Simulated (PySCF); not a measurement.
Which method gave which barrier?

Saddle point of CH₅Al, singlet (CH₅Al ([CH3][AlH2]) → AlH + CH₄; bonds formed: C2–H3; bonds broken: Al1–C2, Al1–H3), PBE0-D4/def2-TZVP structure:

| atom | x (Å) | y (Å) | z (Å) |
| --- | --- | --- | --- |
| Al1 | -0.0140 | 1.0849 | 1.1449 |
| C2 | 0.1272 | -0.4166 | -0.5225 |
| H3 | 1.1366 | 0.8293 | 0.0969 |
| H4 | -1.4447 | 0.5495 | 1.5519 |
| H5 | 0.9806 | -0.5312 | -1.1905 |
| H6 | -0.0253 | -1.3482 | 0.0303 |
| H7 | -0.7605 | -0.1678 | -1.1111 |

Program: PySCF 2.14 with density fitting (its default auxiliary sets; JK sets also for MP2 and CCSD(T)). Basis: def2-TZVPP, with def2-QZVPP for the basis limit. Cores are frozen in the correlated methods. Extrapolation: Hartree–Fock as exp(−7.88 √X), correlation as X^−2.97. Four methods, as single points on the PBE0-D4 structures, gave these electronic barriers from the start structure: 269.0, 298.4, 310.2, 388.0 kJ/mol.

(1) The methods were, in alphabetical order, CCSD(T), HF, PBE-D4, PBE0-D4. Which gave which? (A judgement: the text doesn't fix the answer.)

The T1 diagnostic stays at or below 0.017. The restricted Hartree–Fock reference is unstable towards an unrestricted one at one or more of these structures. A large double-excitation amplitude points to some diradical character; no triplet was computed. The end structure is not quite a true minimum (one mode of 27i cm⁻¹).

Results:

(1) Computed: PBE-D4 269.0; PBE0-D4 298.4; CCSD(T) 310.2; HF 388.0 kJ/mol. For comparison, CCSD(T) at an estimated basis limit (MP2 extrapolated from triple and quadruple zeta, plus CCSD(T) − MP2 in triple zeta) gives 309.4 kJ/mol.

Labels in which every atom is bracketed show which atoms are joined, not bond orders.

For scale, one of the runs: CCSD(T)/def2-TZVPP, 143 basis functions, launched by `OMP_NUM_THREADS=4 python run.py`. The run took 26 s on 4 CPU threads of an INTEL XEON PLATINUM 8581C (shared host), with 0.61 GiB of host memory at its peak.
